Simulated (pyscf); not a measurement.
Structures and frequencies: ωB97X-D3(BJ)/def2-SVP in PySCF.

### Question
Estimate by transition-state theory the rate constant of HO–SiH₂–O–Si(Cl)(Cl)–Cl + hydrogen (H₂) → HO–Si(Cl)(Cl)–Cl + silanol (HO–SiH₃) (singlet surface; O–Si, H–H broken, H–O, H–Si formed) at 1200 K, with ωB97M-D3(BJ)/def2-TZVP energies (ideal gas, 1 atm, RRHO with modes under 100 cm⁻¹ raised to 100, one conformer, R ln 2 for chiral ones without a mode under 150 cm⁻¹; no tunnelling).

### Answer
The electronic barrier is 59.7 kcal/mol and the thermal terms add +35.5, so ΔG‡ = 95.1 kcal/mol. With k_BT/h = 2.50e+13 s⁻¹ and RT = 2.385 kcal/mol, and a volume of 1.64e-19 cm³ per molecule at 1 atm, k = 1.9e-23 cm³ molecule⁻¹ s⁻¹. Wigner's tunnelling factor for 1252i cm⁻¹ would be 1.09. A shift of 1 kcal/mol in the barrier changes k by a factor 1.5. This is the saddle that the search found; another between the same sides may lie lower.
